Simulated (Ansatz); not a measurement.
CH3FS, SMILES `FCS`, relaxed with RKS PBE0-D4/def2-TZVP in Ansatz 0.2.0 from a PBE-D4/def2-SVP geometry. The force threshold is 0.005 eV/Å; the program also tests the step.

The species carries charge 0 and has multiplicity 1.

Start:

```xyz
6

F    -1.435   -0.404   -0.379
C    -0.346    0.336    0.022
S     1.240   -0.293   -0.601
H    -0.328    0.378    1.131
H    -0.424    1.368   -0.384
H     1.293   -1.385    0.212
```

```json
{"step": "1", "energy (eV)": "-14632.2349", "largest force (eV/Å)": "0.722", "largest move (Å)": "0.000"}
{"step": "2", "energy (eV)": "-14632.2606", "largest force (eV/Å)": "0.285", "largest move (Å)": "0.019"}
{"step": "3", "energy (eV)": "-14632.2650", "largest force (eV/Å)": "0.088", "largest move (Å)": "0.020"}
{"step": "4", "energy (eV)": "-14632.2653", "largest force (eV/Å)": "0.056", "largest move (Å)": "0.007"}
{"step": "5", "energy (eV)": "-14632.2653", "largest force (eV/Å)": "0.017", "largest move (Å)": "0.010"}
{"step": "6", "energy (eV)": "-14632.2653", "largest force (eV/Å)": "0.008", "largest move (Å)": "0.006"}
{"step": "7", "energy (eV)": "-14632.2653", "largest force (eV/Å)": "0.001", "largest move (Å)": "0.001"}
```

End:

```xyz
6

F    -1.428   -0.385   -0.385
C    -0.332    0.338    0.022
S     1.210   -0.310   -0.611
H    -0.325    0.357    1.113
H    -0.422    1.353   -0.370
H     1.298   -1.352    0.231
```

It took 13 s on 2 threads of an Arm Neoverse V1 on a shared host, with 0.16 GiB of host memory at the peak.
